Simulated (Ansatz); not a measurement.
Ansatz (a first-principles code) input (r2SCAN/aug-cc-pVTZ): A basis named .json is the Basis Set Exchange file of that set (core-valence sets with the plain set on hydrogen).

Ansatz 0.2 input:
```yaml
crystal:
  periodic: [false, false, false]
  atoms:
    - {symbol: C, position_ang: [-0.00000000, -0.00000000, -0.16050164]}
    - {symbol: H, position_ang: [0.00000000, 0.00000000, 0.96300985]}
basis:
  gaussian:
    orbitals: aug-cc-pVTZ
    fitting: {mean_field: def2-universal-JFIT.json}
hamiltonian:
  xc: {name: r2SCAN}
magnetization: {spin_polarized: true, initial_magnetization: 1}
```

Output:

```
Functional definition: r2SCAN
integrals: 0.00 GiB planned
60 factors; integrals over basis functions are off by at most 1.3e0 eV
mean field: 0.13 GiB planned
mean field evaluation 1: about -1046.0050 eV, gradient 1.0e1 eV
mean field evaluation 2: about -1046.2462 eV, gradient 8.0e0 eV
mean field evaluation 4: about -1046.6130 eV, gradient 2.0e-1 eV
mean field evaluation 8: about -1046.6120 eV, gradient 1.8e-3 eV
mean field evaluation 16: about -1046.6782 eV, gradient 3.9e-1 eV
mean field evaluation 32: about -1046.3522 eV, gradient 6.8e0 eV
mean field -1046.68246016 eV, -38.4648709439 hartree, gradient 7.1e-5 eV, S^2 1.072631; 6 other end points of the search recorded, 0 dependent functions left out
reference -1046.68247942 eV, -38.4648716519 hartree; 4, 3 occupied and 65, 66 virtual orbitals, 60 factors
Total energy: -1046.68247942 eV, -38.4648716519 hartree
```

The determinant is spin-contaminated: <S^2> is 1.07.
